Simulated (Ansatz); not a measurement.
# How well does each level of theory give the TA phonon frequency at L of diamond?

Reference value: 550 cm⁻¹ (measured, temperature not stated, no zero-point or thermal correction, sources range from 547 to 564; as tabulated in arXiv:cond-mat/0412643).

Q: What do LDA, PBE, PBE-D3(BJ), r²SCAN give, and how far is each from the reference?

A: 
| level (code) | value (cm⁻¹) | cell (Å³/atom) | difference (%) |
|---|---|---|---|
| LDA (Ansatz) | 551 | 5.51 | +0.2 |
| PBE (Ansatz) | 546 | 5.70 | -0.7 |
| PBE-D3(BJ) (Ansatz) | 548 | 5.63 | -0.4 |
| r²SCAN (Ansatz) | 561 | 5.64 | +2.0 |

With a margin of 3.0 % (twice that across the reference) picked here for doubts on the reference and the settings, and for temperature and zero-point motion, these levels can't be ranked. Within 5 %: LDA, PBE, PBE-D3(BJ), r²SCAN.

The measured value isn't corrected to a static lattice, so vibrations enter the comparison.  PBE-D3(BJ): the dispersion coefficients are held fixed in the derivatives. Each level is taken at its own relaxed cell. Cutoffs and k meshes differ between the levels. Ansatz's density-functional and Hartree–Fock values are scalar-relativistic unless marked +SOC, with PAW data made under PBE.

Differences are worked out from the printed values.

Ansatz is a program for electronic structure.
